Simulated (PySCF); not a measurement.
C₂H₅, optimised at PBE0/def2-TZVP:

```xyz
7

C     -0.6242     0.0726    -0.0155
C      0.8446    -0.0949    -0.0562
H     -1.1329    -0.6323    -0.6783
H     -0.9266     1.0846    -0.2970
H     -1.0286    -0.1030     0.9935
H      1.2899    -1.0703    -0.2048
H      1.5057     0.7251     0.1929
```

Energies from PySCF (xtb for GFN2), thermal terms from the rigid-rotor harmonic-oscillator model, ideal gas at 1 bar. 6-31G* has spherical d functions here. Open shells (unrestricted): C₂H₅ (multiplicity 2). GFN2 has no spin-polarisation term. B3LYP is the form with VWN-RPA correlation.

Problem. List the harmonic frequencies (cm⁻¹, unscaled) at this level and at the other levels, each on its own geometry.

Solution. 
- PBE0/def2-TZVP: 110, 487, 809, 976, 1086, 1190, 1390, 1460, 1473, 1477, 2980, 3068, 3115, 3165, 3267
- B3LYP/6-31G*: 124, 457, 818, 995, 1074, 1208, 1431, 1493, 1511, 1516, 2966, 3058, 3102, 3169, 3266
- GFN2-xTB: 77, 451, 830, 980, 1141, 1161, 1381, 1412, 1469, 1472, 2853, 2996, 3004, 3138, 3178
- HF/6-31G*: 166, 460, 871, 1084, 1114, 1309, 1553, 1609, 1631, 1636, 3157, 3226, 3260, 3312, 3410
- PBE/def2-SVP: 114, 470, 779, 928, 1071, 1133, 1322, 1389, 1399, 1411, 2884, 2988, 3046, 3080, 3188
